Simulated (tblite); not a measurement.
Record of a relaxation.

Species: B2N (doublet state).
SMILES with atom numbers: `[B:1][N:2]=[B:3]`
Bond orders are those of one Lewis drawing.

Computed with GFN2-xTB (tblite), gas phase: L-BFGS steps from a force-field or distance-geometry start until the largest atomic force falls under 0.01 eV/Å. 14 of its 15 geometries are shown.

Step 0: E = -140.8927 eV, largest atomic force 5.952 eV/Å
```
atom  x, y, z in Å  |  force x, y, z in eV/Å
B1      1.318   -0.186   -0.003   -5.351   2.605  -0.040
N2     -0.073    0.402   -0.011    3.583  -3.962   0.068
B3     -1.234   -0.218    0.002    1.769   1.357  -0.028
```

Step 1: E = -141.6727 eV, largest atomic force 2.785 eV/Å
```
atom  x, y, z in Å  |  force x, y, z in eV/Å
B1      1.242   -0.149   -0.003   -2.302   1.348  -0.022
N2     -0.021    0.345   -0.011    1.951  -1.987   0.034
B3     -1.209   -0.199    0.001    0.351   0.638  -0.012
```

Step 2: E = -141.5212 eV, largest atomic force 7.292 eV/Å
```
atom  x, y, z in Å  |  force x, y, z in eV/Å
B1      1.179   -0.112   -0.004    7.028  -1.943   0.026
N2      0.032    0.291   -0.010   -7.021   1.459  -0.017
B3     -1.199   -0.181    0.001   -0.007   0.485  -0.009
```

Step 3: E = -141.7780 eV, largest atomic force 1.446 eV/Å
```
atom  x, y, z in Å  |  force x, y, z in eV/Å
B1      1.225   -0.130   -0.004   -0.352   0.578  -0.010
N2     -0.012    0.311   -0.010    1.286  -0.661   0.010
B3     -1.202   -0.183    0.001   -0.934   0.083   0.000
```

Step 4: E = -141.7991 eV, largest atomic force 0.789 eV/Å
```
atom  x, y, z in Å  |  force x, y, z in eV/Å
B1      1.228   -0.124   -0.004    0.075   0.405  -0.008
N2     -0.004    0.302   -0.010    0.071  -0.786   0.014
B3     -1.213   -0.181    0.001   -0.146   0.381  -0.007
```

Step 5: E = -141.8290 eV, largest atomic force 1.132 eV/Å
```
atom  x, y, z in Å  |  force x, y, z in eV/Å
B1      1.234   -0.106   -0.004    1.020   0.067  -0.003
N2      0.004    0.270   -0.009   -1.038  -0.452   0.010
B3     -1.226   -0.167    0.001    0.018   0.385  -0.007
```

Step 6: E = -141.8748 eV, largest atomic force 1.791 eV/Å
```
atom  x, y, z in Å  |  force x, y, z in eV/Å
B1      1.256   -0.075   -0.005    1.251  -0.020  -0.001
N2      0.010    0.212   -0.008   -1.750  -0.383   0.010
B3     -1.254   -0.140    0.000    0.499   0.403  -0.008
```

Step 8: E = -141.9417 eV, largest atomic force 0.595 eV/Å
```
atom  x, y, z in Å  |  force x, y, z in eV/Å
B1      1.287   -0.025   -0.006    0.369   0.089  -0.002
N2      0.004    0.121   -0.006   -0.541  -0.248   0.005
B3     -1.279   -0.099   -0.001    0.172   0.160  -0.003
```

Step 9: E = -141.9544 eV, largest atomic force 0.210 eV/Å
```
atom  x, y, z in Å  |  force x, y, z in eV/Å
B1      1.296   -0.005   -0.006   -0.087   0.094  -0.002
N2      0.002    0.086   -0.006   -0.059  -0.201   0.004
B3     -1.287   -0.083   -0.001    0.146   0.107  -0.002
```

Step 10: E = -141.9603 eV, largest atomic force 0.654 eV/Å
```
atom  x, y, z in Å  |  force x, y, z in eV/Å
B1      1.307    0.022   -0.006   -0.653   0.041   0.000
N2      0.000    0.035   -0.005    0.394  -0.094   0.001
B3     -1.296   -0.060   -0.001    0.259   0.053  -0.001
```

Step 11: E = -141.9627 eV, largest atomic force 0.398 eV/Å
```
atom  x, y, z in Å  |  force x, y, z in eV/Å
B1      1.303    0.021   -0.006   -0.396   0.040   0.000
N2      0.000    0.036   -0.005    0.368  -0.078   0.001
B3     -1.292   -0.059   -0.001    0.028   0.038  -0.001
```

Step 12: E = -141.9652 eV, largest atomic force 0.176 eV/Å
```
atom  x, y, z in Å  |  force x, y, z in eV/Å
B1      1.300    0.028   -0.007   -0.087   0.019   0.000
N2      0.002    0.019   -0.005    0.172  -0.035   0.000
B3     -1.291   -0.050   -0.001   -0.085   0.015   0.000
```

Step 13: E = -141.9660 eV, largest atomic force 0.018 eV/Å
```
atom  x, y, z in Å  |  force x, y, z in eV/Å
B1      1.300    0.036   -0.007   -0.014   0.003   0.000
N2      0.004    0.003   -0.004    0.017  -0.007   0.000
B3     -1.292   -0.041   -0.002   -0.003   0.004   0.000
```

Step 14: E = -141.9660 eV, largest atomic force 0.007 eV/Å
```
atom  x, y, z in Å  |  force x, y, z in eV/Å
B1      1.300    0.038   -0.007   -0.005   0.000   0.000
N2      0.004   -0.001   -0.004   -0.003   0.000   0.000
B3     -1.292   -0.040   -0.002    0.007   0.000   0.000
```

**Question.** Summarise the path.

**Answer.** The energy falls by 24.75 kcal/mol from step 0 to step 14; nine tenths of that is first reached at step 6. It rises by more than 0.2 meV at step 2. The largest force goes from 5.952 to 0.007 eV/Å. Among the bonds B1–N2 changes most, from 1.510 to 1.297 Å; the atoms move by 0.290 Å rms after alignment.

What follows is the cost of the whole relaxation. On an Arm Neoverse V1 with one thread, no GPU (shared host), this took under 0.1 s.
